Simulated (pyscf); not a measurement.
## Four-centre exchange: O=V(OH)(OH)–OH + HF → O=V(OH)(OH)–F + H₂O

Gas phase, singlet surface, charge 0. Bonds broken: V1–O2, F9–H10. Bonds formed: V1–F9, O2–H10. PySCF, gas phase, ωB97X-D3(BJ)/def2-SVP geometries.

Transition state (Å):

```xyz
10

V     -0.8762    -0.1425    -0.2238
O     -0.6521     0.3008     1.6924
O     -0.3767    -1.5887    -0.0945
O      0.0917     0.4134    -1.5702
O     -2.5593    -0.2370    -0.6398
H      0.1002    -0.0169     2.2050
H     -0.0565     1.3728    -1.6402
H     -2.9949    -1.0942    -0.7374
F     -0.8708     1.9456     0.2306
H     -0.6606     1.3506     1.2912
```

One imaginary mode, 503i cm⁻¹; descent along it reached the two sides named, in the forms told below.

```
bond    change  reactant side (Å)  saddle  product side
------  ------  -----------------  ------  ------------
V1–O2   breaks              1.797   1.980         2.576
F9–H10  breaks              0.948   1.234         2.160
V1–F9    forms                2.9   2.137         1.755
O2–H10   forms              1.671   1.124         0.968
```

Electronic energies relative to the separated reactants (kJ/mol):

| level | barrier | reaction energy | reverse barrier |
|---|---|---|---|
| ωB97X-D3(BJ)/def2-TZVP | 17.7 | -32.3 | 50.0 |
| PBE/def2-TZVP | 7.4 | -36.2 | 43.6 |
| r²SCAN/def2-TZVP | 3.4 | -36.2 | 39.6 |
| B3LYP-D3(BJ)/def2-TZVP | 17.5 | -32.6 | 50.1 |
| PBE0-D3(BJ)/def2-TZVP | 15.3 | -31.4 | 46.7 |
| M06-2X/def2-TZVP | 13.8 | -26.0 | 39.8 |
| ωB97M-D3(BJ)/def2-TZVP | 19.6 | -33.0 | 52.6 |
| HF/def2-TZVP | 78.9 | -35.0 | 113.9 |

With ωB97M-D3(BJ)/def2-TZVP energies and thermal terms (ideal gas, 1 atm, RRHO with modes under 100 cm⁻¹ raised to 100, one conformer, R ln 2 for chiral ones without a mode under 150 cm⁻¹), in kJ/mol:

| T (K) | ΔH‡ | ΔG‡ | ΔH | ΔG |
|---|---|---|---|---|
| 298 | 19.1 | 62.5 | -30.2 | -34.9 |
| 600 | 16.0 | 107.9 | -32.8 | -38.6 |
| 900 | 15.9 | 154.0 | -35.0 | -41.1 |
| 1200 | 17.1 | 199.8 | -36.9 | -42.8 |

On the reactant side the descent ends in a bound adduct, 33.8 kJ/mol under the separated species and 51.5 kJ/mol under the saddle at ωB97X-D3(BJ)/def2-TZVP. On the product side the descent ends in a complex (not fully relaxed), 19.8 kJ/mol under the separated species and 69.8 kJ/mol under the saddle at ωB97X-D3(BJ)/def2-TZVP. This is the saddle that the search found; another between the same sides may lie lower.
